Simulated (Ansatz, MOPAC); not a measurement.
Species: C3H4N, net charge 1, singlet state. SMILES: C=CC#[NH+]

Atoms: C1, C2, C3, H4, H5, H6, N7, H8. Bonds: C1-C2, C1-H4, C1-H5, C2-C3, C2-H6, C3-N7, N7-H8.

Bond lengths (Å) and angles (degrees) optimised at AM1 with MOPAC; HF/3-21G with Ansatz (a program for electronic structure); HF/6-31G* with Ansatz; PBE/6-31G* with Ansatz, each started from the B3LYP-D3(BJ)/def2-TZVP structure (Ansatz) of the last column. A row stands for all coordinates that are equal there; 9 of 14 kinds are shown. 6-31G* holds six Cartesian d functions. No wavenumbers were computed at PBE/6-31G*, so these may be saddle points.

| coordinate | AM1 | HF/3-21G | HF/6-31G* | PBE/6-31G* | B3LYP-D3(BJ)/def2-TZVP |
|---|---|---|---|---|---|
| C1-C2 | 1.342 | 1.329 | 1.330 | 1.358 | 1.340 |
| C1-H4 | 1.102 to 1.106 | 1.072 | 1.074 | 1.094 | 1.082 |
| C2-C3 | 1.409 | 1.414 | 1.426 | 1.408 | 1.403 |
| C2-H6 | 1.112 | 1.072 | 1.074 | 1.097 | 1.085 |
| C3-N7 | 1.160 | 1.132 | 1.128 | 1.164 | 1.143 |
| N7-H8 | 0.987 | 0.998 | 0.998 | 1.016 | 1.008 |
| C1-C2-C3 | 123.5 | 121.0 | 119.8 | 120.9 | 120.6 |
| C2-C3-N7 | 178.0 | 179.3 | 179.0 | 178.4 | 178.8 |
| C2-C1-H4 | 124.3 | 123.2 | 122.9 | 122.8 | 122.5 |

A range marks coordinates that this level makes unequal.

Mean signed difference of all 7 bond lengths from B3LYP-D3(BJ)/def2-TZVP: AM1 0.011 Å, HF/3-21G -0.008 Å, HF/6-31G* -0.006 Å, PBE/6-31G* 0.013 Å.
